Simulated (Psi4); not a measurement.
# PH2 (SMILES [PH2]) at ROHF/CBS (density fitting, extrapolation scf/jun-cc-pv[dt]z)

What is the energy difference between two shapes of PH2 at ROHF/CBS (density fitting, extrapolation scf/jun-cc-pv[dt]z)? 

The calculation is run with Psi4 1.11.

6 further runs of the same task are left out: 6 set aside as unsound or not needed.

## (1) The molecule

The species is PH2 (3 atoms), meant as a doublet with charge 0. SMILES: `[PH2]`. Geometry: relaxed at GFN2-xTB.

Bond lengths: P1–H2 1.392 Å, P1–H3 1.392 Å. Angles: H2–P1–H3 91.4°.

## (2) A single-point energy at ROHF/CBS (density fitting, extrapolation scf/jun-cc-pv[dt]z)

Input file h2p.py:

```python
import psi4

psi4.set_memory(1600000000)
psi4.set_num_threads(1)
psi4.set_output_file('h2p.out', False)

geom = psi4.geometry("""
0 2
P      0.97220740    -0.57211458     0.47749600
H      0.21072336     1.94142903     0.32582658
H     -1.18293076    -1.36933334    -0.80332258
units au
""")

psi4.set_options({
    'reference': 'rohf',
    'scf_type': 'df',
    'freeze_core': True,
})

energy_value = psi4.energy('scf/jun-cc-pv[dt]z', molecule=geom)
print(f'scf/jun-cc-pv[dt]z energy: {energy_value:.10f} Eh')
```

The run is started by

```
$ python h2p.py
```

h2p.out:

```text
[...]
  Running in cs symmetry.
[...]
  Nuclear repulsion =   11.669271140864288
[...]
  Multiplicity = 2
[...]
  Nalpha       = 9
  Nbeta        = 8
[...]
    Number of basis functions: 71
[...]
   @DF-ROHF iter   1:  -341.86342255222388   -4.51831e-01   2.04860e-03 DIIS
[...]
   @DF-ROHF iter   7:  -341.86779512535179   -2.75816e-09   1.69501e-07 DIIS
[...]
    Orbital Energies [Eh]
    ---------------------
    Doubly Occupied:
       1Ap   -79.958137     2Ap    -7.500796     3Ap    -5.393446
       1App   -5.393099     4Ap    -5.392341     5Ap    -0.830014
       6Ap    -0.526272     7Ap    -0.419313
    Singly Occupied:
       2App   -0.159757
[...]
  @DF-ROHF Final Energy:  -341.86779512535179
   => Energetics <=
    Nuclear Repulsion Energy =             11.6692711408642875
    One-Electron Energy =                -495.8818980122695734
    Two-Electron Energy =                 142.3448317460535009
    Total Energy =                       -341.8677951253517904
[...]
 Multipole Moments:
 ------------------------------------------------------------------------------------
     Multipole            Electronic (a.u.)      Nuclear  (a.u.)        Total (a.u.)
 ------------------------------------------------------------------------------------
 L = 1.  Multiply by 2.5417464519 to convert [e a0] to [Debye]
 Dipole X            :          1.2577508           -1.5599025           -0.3021517
 Dipole Y            :         -0.6681068            0.8286003            0.1604935
 Dipole Z            :          0.0000000            0.0000000            0.0000000
 Magnitude           :                                                    0.3421313
[...]
```

On the terminal:

```text
scf/jun-cc-pv[dt]z energy: -341.8849082335 Eh
```

Run time: 2.9 s. Hardware: 1 thread of Intel Xeon 6975P-C (Granite Rapids), shared host; peak memory 0.27 GiB.

## (3) The distorted shape

Input file job.in:

```
memory 1600 mb

molecule system {
  0 2
  P
  H 1 R2
  H 1 R3 2 A3

  R2 = 1.493054
  R3 = 1.356438
  A3 = 86.30303
  units angstrom
}

set {
  reference   rohf
  scf_type    df
  freeze_core true
}

energy('scf/jun-cc-pv[dt]z')
```

The run is started by

```
$ psi4 -i job.in -o job.out -n 1
```

job.out:

```text
[...]
  Running in cs symmetry.
[...]
  Nuclear repulsion =   11.439408789988121
[...]
  Multiplicity = 2
[...]
  Nalpha       = 9
  Nbeta        = 8
[...]
    Number of basis functions: 71
[...]
   @DF-ROHF iter   1:  -341.85881476319810   -4.72228e-01   2.01797e-03 DIIS
[...]
   @DF-ROHF iter   7:  -341.86325563506279   -6.45150e-09   3.07659e-07 DIIS
[...]
    Orbital Energies [Eh]
    ---------------------
    Doubly Occupied:
       1Ap   -79.963484     2Ap    -7.504841     3Ap    -5.397377
       1App   -5.397057     4Ap    -5.396213     5Ap    -0.825410
       6Ap    -0.507937     7Ap    -0.426015
    Singly Occupied:
       2App   -0.160617
[...]
  @DF-ROHF Final Energy:  -341.86325563506279
   => Energetics <=
    Nuclear Repulsion Energy =             11.4394087899881214
    One-Electron Energy =                -495.4021713340354722
    Two-Electron Energy =                 142.0995069089845231
    Total Energy =                       -341.8632556350628420
[...]
 Multipole Moments:
 ------------------------------------------------------------------------------------
     Multipole            Electronic (a.u.)      Nuclear  (a.u.)        Total (a.u.)
 ------------------------------------------------------------------------------------
 L = 1.  Multiply by 2.5417464519 to convert [e a0] to [Debye]
 Dipole X            :          0.9849523           -1.2294865           -0.2445342
 Dipole Y            :          1.2696156           -1.4355805           -0.1659649
 Dipole Z            :          0.0000000            0.0000000            0.0000000
 Magnitude           :                                                    0.2955356
[...]
```

Run time: 3.3 s. Hardware: 1 thread of Intel Xeon 6975P-C (Granite Rapids), shared host; peak memory 0.28 GiB.

## (4) Outcome

Level: ROHF/CBS (density fitting, extrapolation scf/jun-cc-pv[dt]z).

```
                              quantity          value
             first shape: total energy  -341.88491 Eh
         distorted shape: total energy  -341.87994 Eh
energy change with the atoms displaced       0.135 eV
```

What this shows: With the atoms displaced the energy rises by 0.14 eV (3.1 kcal/mol). The first shape isn't relaxed at this level, so the change isn't measured from a minimum.
